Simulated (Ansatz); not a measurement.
SbI₃ (R-3, No. 148), treated with PBE0 (plane waves, PAW; Ansatz, a quantum-chemistry and plane-wave program).

Run with plane-wave cutoff 500 eV, 4×4×4 k mesh, gaussian smearing 0.02 eV, scalar-relativistic PAW data made under PBE.

Cell (relaxed with PBEsol):

```cif
data_I18Sb6
_chemical_formula_sum 'Sb6 I18'
_space_group_name_H-M_alt 'R-3 :H'
_space_group_IT_number 148
_space_group_name_Hall '-R 3'
_cell_length_a 7.42468
_cell_length_b 7.42468
_cell_length_c 20.66565
_cell_angle_alpha 90.000
_cell_angle_beta 90.000
_cell_angle_gamma 120.000
loop_
_atom_site_label
_atom_site_type_symbol
_atom_site_symmetry_multiplicity
_atom_site_Wyckoff_symbol
_atom_site_fract_x
_atom_site_fract_y
_atom_site_fract_z
_atom_site_occupancy
Sb1 Sb 6 c 0.00000 0.00000 0.16693 1
I1 I 18 f 0.33055 0.00735 0.25226 1
```
(The calculation used a cell of 8 atoms; values per cell refer to that cell.)

Question: Give the computed band gap.

Answer: 
- band gap: 3.25 eV (on the SCF k mesh)

Measured, for comparison: band gap 2.1 eV (room temperature, no zero-point or thermal correction, indirect, our sources range from 2.10 to 2.22; as tabulated in Huang et al. (2020), arXiv:2008.08959).

Note: cell and atoms aren't relaxed at this level (pressure 0.8 GPa); the cell has widely spaced layers and the level no dispersion term, so their spacing and the moduli can rest on weak binding.

Spin–orbit coupling is not included; with these elements it can move the gap by several tenths of an eV or more.
